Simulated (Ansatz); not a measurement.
# SiCO+ (quartet): wave-function methods side by side, def2-TZVPP

The task here is to estimate one member of a computed series from the others.

Method: def2-TZVPP, core rule «outside noble gas», up to 7 orbitals frozen; program: Ansatz 0.2.0, Gaussian basis.

The runs, in order: UHF; ROHF; CCSD(T) on UHF.

2 further runs of the same task are left out: 2 set aside as unsound or not needed.

## The system

The geometry is a PBE0/def2-TZVP stationary point (not a proven minimum) of the parent state, kept for this charge and spin.

3 atoms, charge 1, spin multiplicity 4.

Atoms are counted from 1 here; the program's logs count them from 0.

Bond lengths: C1–Si2 1.836 Å, Si2–O3 1.510 Å. Angles: C1–Si2–O3 180.0°.

Set-up of the first run:

Input file in.yaml:

```yaml
crystal:
  periodic: [false, false, false]
  atoms:
    - {symbol: C, position_ang: [0.000000, 0.000000, 1.727200]}
    - {symbol: Si, position_ang: [0.000000, 0.000000, -0.108700]}
    - {symbol: O, position_ang: [0.000000, 0.000000, -1.618500]}
basis:
  gaussian: {orbitals: def2-TZVPP}
total_charge: 1
magnetization: {spin_polarized: true, initial_magnetization: 3}
hamiltonian: {xc: hf}
output: {orbitals: {seedname: orbitals}}
```

Command:

```
$ ansatz run in.yaml --threads 1 --pin off --events-out ev --progress --plain --max-ram 2560MiB --backend cpu
```

Steps of the session up to this table: UHF; ROHF; CCSD(T) on UHF.

One of the session's tables, all rows but one given; the rest of the session is left out.

It belongs to the step «Misses and costs». 

| method | from UCCSD(T) (kJ/mol) |
| --- | --- |
| ROHF | +1128.6 |
| UHF | +1123.3 |
| UMP2 | ? |
| UCCSD | +61.2 |
| UCCSD(T) | 0 |

Estimate the missing values for UMP2.

As computed: from UCCSD(T) (kJ/mol): +82.8. In the column «from UCCSD(T) (kJ/mol)» it lies between UCCSD (+61.2) and UHF (+1123.3).
